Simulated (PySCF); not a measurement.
Gas-phase reaction: 3 trisilylamine ⇌ 3 HSiNH₂ + 2 SiH₄ + 2 Si₂H₅

Energies from PySCF, thermal terms from the rigid-rotor harmonic-oscillator model, ideal gas at 1 bar. † marks an energy on the PBE0/def2-TZVP geometry and frequencies; other levels use their own. MP2 freezes the core. 6-31G* has spherical d functions here. Open shells (unrestricted): Si₂H₅ (multiplicity 2); the rest are closed-shell singlets. B3LYP is the form with VWN-RPA correlation. HSiNH₂, Si₂H₅: computed as isolated molecules; such fragments, hydroxides, amides, oligomers or adducts are transient or little studied in the gas. MP2 isn't extrapolated to the basis-set limit; its ΔH°(298 K) is 1075.3 kJ in def2-SVP and 1152.1 kJ in def2-TZVPP. The harmonic model lacks anharmonicity and excited electronic states, which grow with temperature; levels with a mode under 35 cm⁻¹ are left out. Internal rotation in trisilylamine, HSiNH₂, Si₂H₅ is treated as a harmonic vibration of one conformer, which makes the entropy rough.

ΔH° and ΔS° at 298 K: B3LYP/6-31G* 931 kJ, 624 J/K; B3LYP/def2-TZVP† 978 kJ, 630 J/K; BLYP/def2-TZVP† 891 kJ, 630 J/K; HF/def2-TZVP† 1032 kJ, 630 J/K; MP2/def2-TZVPP† 1152 kJ, 630 J/K; PBE/def2-SVP 904 kJ, 605 J/K.

Problem. With the heat capacities included, give log10 K (1 bar) at 600, 800, 1000, 1400, 1600 K from B3LYP/6-31G*, B3LYP/def2-TZVP†, BLYP/def2-TZVP†, HF/def2-TZVP†, MP2/def2-TZVPP†, PBE/def2-SVP.

Solution. 
```tsv
T (K)	B3LYP/6-31G*	B3LYP/def2-TZVP†	BLYP/def2-TZVP†	HF/def2-TZVP†	MP2/def2-TZVPP†	PBE/def2-SVP
600	-48.6	-52.4	-44.8	-57.1	-67.5	-47.3
800	-28.6	-31.4	-25.7	-34.9	-42.7	-27.9
1000	-16.8	-18.9	-14.4	-21.7	-28.0	-16.5
1400	-3.6	-5.0	-1.8	-7.0	-11.5	-3.7
1600	0.5	-0.8	2.1	-2.5	-6.4	0.2
```
